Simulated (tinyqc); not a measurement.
Inside a calculation. Method: Pariser-Parr-Pople SCF with singles CI, for the molecule C1=CC=C1 (SMILES; centres numbered as the heavy atoms are written). One step of it, computed by the program tinyqc.

Problem. Iteration 3: Fock matrix. F_rr = H_rr + P_rr gamma_rr / 2 + sum_(s != r) P_ss gamma_rs; F_rs = H_rs - P_rs gamma_rs / 2; E = tr P (H + F) / 2 + core repulsion sum_(r<s) z_r z_s gamma_rs.

P after iteration 2:
```
           1C        2C         3C        4C
1C   1.430273  0.495114  -0.569727  0.495114
2C   0.495114  0.569727   0.495114  0.569727
3C  -0.569727  0.495114   1.430273  0.495114
4C   0.495114  0.569727   0.495114  0.569727
```

core matrix H (eV):
```
            1C          2C          3C          4C
1C  -28.392871   -2.390000    0.000000   -2.390000
2C   -2.390000  -28.392871   -2.390000    0.000000
3C    0.000000   -2.390000  -28.392871   -2.390000
4C   -2.390000    0.000000   -2.390000  -28.392871
```

repulsion gamma_rs (eV):
```
           1C         2C         3C         4C
1C  12.300000   5.601287   4.570296   5.601287
2C   5.601287  12.300000   5.601287   4.570296
3C   4.570296   5.601287  12.300000   5.601287
4C   5.601287   4.570296   5.601287  12.300000
```

Centres (angstrom, eV; a flat drawing with bonds scaled to 1.40 angstrom):
```
centre          x          y  core charge z          W   gamma_rr
1C       0.990000   0.000000              1  12.620000  12.300000
2C       0.000000   0.990000              1  12.620000  12.300000
3C      -0.990000   0.000000              1  12.620000  12.300000
4C       0.000000  -0.990000              1  12.620000  12.300000
```

Give: F; pi energy.

Solution.

F (eV):
```
        1C      2C      3C      4C
1C  -6.678  -3.777   1.302  -3.777
2C  -3.777  -6.262  -3.777  -1.302
3C   1.302  -3.777  -6.678  -3.777
4C  -3.777  -1.302  -3.777  -6.262
```

pi energy = -52.055 eV
